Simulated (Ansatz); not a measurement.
# A basis-limit estimate, worked out

An elementary step of CH₅BO, closed shell (CH₅BO ([BH2][O][CH3]) → CH₃BO ([BH]1[CH2][O]1) + H₂; bonds formed: B1–C4, H2–H5; bonds broken: B1–H2, C4–H5). “Start” is the structure reached by relaxing down from the saddle towards the reactants; PBE0-D4/def2-TZVP structures. The saddle:

```csv
atom,x (Å),y (Å),z (Å)
B1,-0.2256,-0.6636,0.2701
H2,-0.7787,-0.2506,1.3794
O3,1.1689,-0.3741,0.2589
C4,0.4718,0.5309,-0.5354
H5,-0.8529,0.3975,0.6351
H6,-0.8339,-1.5818,-0.1724
H7,0.5059,0.3683,-1.6106
H8,0.5445,1.5734,-0.2249
```

Computed with Ansatz 0.2.0 (basis: def2-TZVPP and def2-QZVPP); correlated methods freeze the cores.

Energies in eV:

| quantity | saddle | start |
| --- | --- | --- |
| Hartree–Fock, triple zeta (X = 3) | -3817.05135 | -3820.65299 |
| Hartree–Fock, quadruple zeta (X = 4) | -3817.24299 | -3820.84922 |
| MP2 correlation, X = 3 | -15.11369 | -14.11262 |
| MP2 correlation, X = 4 | -16.12825 | -15.11484 |
| CCSD(T) correlation, X = 3 | -16.32171 | -15.43567 |

Q: Work out the barrier at the basis limit: extrapolate Hartree–Fock as E(X) = E∞ + A exp(−7.88 √X) and the MP2 correlation as E(X) = E∞ + B X^−2.97 (the exponents that Neese and Valeev fitted for def2-TZVPP and QZVPP), then add CCSD(T) − MP2 in triple zeta.

A: Each step is linear, so take the differences first (saddle − start): Hartree–Fock 3.60164 (X = 3) and 3.60623 (X = 4); MP2 correlation -1.00107 and -1.01341; CCSD(T) correlation -0.88604.
Two points give E∞ = E(4) + w [E(4) − E(3)], with w = 1/(exp(7.88 (2 − √3)) − 1) = 0.1377 for Hartree–Fock and w = 1/((4/3)^2.97 − 1) = 0.7407 for the correlation.
Hartree–Fock: 3.60623 + 0.1377 × 0.00459 = 3.6069 eV.
MP2 correlation: -1.01341 + 0.7407 × (-0.01234) = -1.0226 eV.
CCSD(T) − MP2: -0.88604 − (-1.00107) = 0.1150 eV.
Sum: 3.6069 + (-1.0226) + 0.1150 = 2.6993 eV, or 62.25 kcal/mol. Plain CCSD(T) in triple zeta gives 2.7156 eV, so the larger basis shifts the result by -0.0163 eV.

No T1 diagnostic of these runs exceeds 0.017.

Labels in which every atom is bracketed show which atoms are joined, not bond orders.

For scale, one of the runs: CCSD(T)/def2-TZVPP, 163 basis functions, launched by `ansatz run in.yaml --threads 2 --pin off --events-out ev --progress --plain --max-ram 4352MiB`. Time: 23 s of wall clock on 2 CPU threads of an Arm Neoverse V1; the host was shared. Peak host memory: 1.3 GiB.
